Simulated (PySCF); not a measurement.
**Level of theory and adiabatic energies of losing or gaining an electron: ethynyl**

Structure: `[C]#C` (C2H•). The parent is a doublet.

All levels share the PBE0-D3(BJ)/ma-def2-SVP structures and the PBE0-D3(BJ)/ma-def2-SVP thermal terms; only the single-point energies (PySCF) change. Values are adiabatic energies of losing or gaining an electron (0 K, eV).

```csv
level,electron affinity to the singlet anion,abs. error
PBE0-D3(BJ)/6-31G,2.03,0.94
PBE0-D3(BJ)/6-31G*,2.06,0.91
PBE0-D3(BJ)/pcseg-1,2.67,0.30
PBE0-D3(BJ)/cc-pVTZ,2.68,0.29
PBE0-D3(BJ)/def2-TZVP,2.80,0.17
OPBE/ma-def2-TZVP,2.83,0.14
BHandHLYP/ma-def2-TZVP,2.88,0.09
PBE0-D3(BJ)/def2-QZVPPD,2.91,0.06
PBE0-D3(BJ)/ma-def2-TZVP,2.93,0.04
PBE0-D3(BJ)/aug-cc-pVTZ,2.94,0.03
PBE0-D3(BJ)/6-311+G**,2.96,0.01
B97-2/ma-def2-TZVP,3.02,0.05
PBE-D3(BJ)/ma-def2-TZVP,3.02,0.05
B3LYP-D3(BJ)/ma-def2-TZVP,3.11,0.15
ATcT 1.112,2.97,
```

At BHandHLYP/ma-def2-TZVP a relaxed species lies above the same state at the other structure, so the structures fit that level poorly.

The spread: 1.08 eV, from 2.03 to 3.11.

Bases without diffuse functions serve anions poorly.
